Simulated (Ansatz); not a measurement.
Ideal-gas functions of acetonitrile, C2H3N at 298.15 K and 1 bar, from an Ansatz frequency run at PBE0-D4/def2-TZVP.

Molar mass 41.05 g/mol, point group C3v (symmetry number 3), electronic degeneracy 1, moments of inertia 3.174, 54.232, 54.232 u Å². Harmonic wavenumbers (cm⁻¹, unscaled): 390, 390, 951, 1053, 1053, 1401, 1464, 1464, 2393, 3070, 3151, 3151.

Use S(trans) = R[1.5 ln M + 2.5 ln T − 1.1517]; rotational temperatures θ = 24.2544 K / I; S(rot) = R[ln(√π/σ · √(T³/θAθBθC)) + 1.5]; for each mode x = 1.438777 ν̃/T, S = R[x/(eˣ − 1) − ln(1 − e⁻ˣ)] and H = RT x/(eˣ − 1); 1 cm⁻¹ = 0.0119627 kJ/mol; R = 8.31446 J/(mol·K).

Problem. By hand: the entropy, in J/(mol·K).

Solution. Translation 155.2. Rotation: θ = 7.6416, 0.4472, 0.4472 K, giving 77.4. Vibration, mode by mode: 4.18, 4.18, 0.48, 0.32, 0.32, 0.07, 0.06, 0.06, 0.00, 0.00, 0.00, 0.00, in all 9.7. Electronic 0.0. Sum 242.3 J/(mol·K).

Problem. By hand: H − E and G − E in kJ/mol, counted from the electronic energy.

Solution. Zero-point energy ½ × 19931 × 0.0119627 = 119.2; thermal vibration 2.0; translation, rotation and pV give 4 RT = 9.9. H − E = 131.1 kJ/mol, and G − E = 131.1 − 298.15 × 242.3/1000 = 58.9 kJ/mol.

Vibration gives 4 % of the entropy.
